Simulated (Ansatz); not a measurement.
A made-up structure of CH₂BF, closed shell:

```csv
atom,x (Å),y (Å),z (Å)
B1,-0.7909,-0.2048,-0.3084
C2,0.4712,0.1254,0.1832
F3,1.3873,-0.7064,0.7120
H4,-1.8659,-0.3792,-0.7443
H5,1.9735,-1.3942,0.8192
```

It is relaxed with PBE-D4/def2-SVP and then PBE0-D4/def2-TZVP (Ansatz 0.2.0). Atoms count as bonded within 1.22 times the sum of their covalent radii (H–H: 0.88 Å). The end point is not checked to be a true minimum.

**Question.** Does its bonding change? (Judge from chemistry; the calculation decides.)

**Answer.** Computed: Yes. Formed: C2–H5; broken: F3–H5.

Where it ends: The first stage lowers the energy by 5.67 eV in 26 steps. It ends as CH₂BF ([BH][CH][F]):
```json
{"atom": "B1", "x (Å)": "-0.5654", "y (Å)": "-0.3795", "z (Å)": "-0.1905"}
{"atom": "C2", "x (Å)": "0.7137", "y (Å)": "-0.5909", "z (Å)": "0.3219"}
{"atom": "F3", "x (Å)": "1.0696", "y (Å)": "-0.7043", "z (Å)": "1.6147"}
{"atom": "H4", "x (Å)": "-1.5979", "y (Å)": "-0.2034", "z (Å)": "-0.7189"}
{"atom": "H5", "x (Å)": "1.5552", "y (Å)": "-0.6813", "z (Å)": "-0.3654"}
```

Labels in which every atom is bracketed show which atoms are joined, not bond orders.

For scale, one of the runs: PBE0-D4/def2-TZVP relaxation, 105 basis functions, launched by `ansatz run in.yaml --threads 2 --pin off --events-out ev --progress --plain --max-ram 4352MiB`. The run took about 10 s on 2 CPU threads of an Arm Neoverse V1 (shared host).
